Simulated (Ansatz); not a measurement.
This geometry of C2H2S2 (6 atoms, charge 0, multiplicity 1) is a first-order saddle point.

Method: Ansatz 0.2.0, RKS PBE-D4/6-31G.

```xyz
6
Properties=species:S:1:pos:R:3
S -0.462 1.504 -1.090
C 0.139 0.275 0.051
C 0.639 0.187 1.283
S 0.511 -1.616 -0.267
H -1.763 1.009 -1.181
H 0.978 -1.423 1.158
```

Problem. Which two structures does it join? (They come from a converged band through this point; their orientation in space is the band's.)

Solution. Bonds broken: C3–H6. Bonds formed: S4–H6.

Initial state:

```xyz
6
Properties=species:S:1:pos:R:3
S -0.482 1.640 -0.751
C 0.040 0.096 -0.062
C 0.713 -0.557 0.836
S 0.176 -1.805 -0.576
H -1.699 1.170 -1.239
H 1.294 -0.608 1.746
```

Final state:

```xyz
6
Properties=species:S:1:pos:R:3
S -0.441 1.617 -0.674
C -0.282 0.135 0.305
C -0.576 -0.427 1.483
S 0.747 -1.479 -0.032
H -1.394 1.134 -1.572
H 1.988 -1.043 0.443
```

Problem. How far does it lie above each of them?

Solution. 2.15 eV above the first and 0.61 eV above the second. This is the barrier of this one path; another mechanism may lie lower. The orbitals stay closed-shell, which can raise the energy where a bond breaks towards radicals; this wasn't checked here. Limits of this set-up: no polarisation functions.

Time of the run: 3 min on 1 thread of Intel(R) Xeon(R) Processor @ 2.70GHz, with other jobs on the host, peak memory 0.11 GiB.
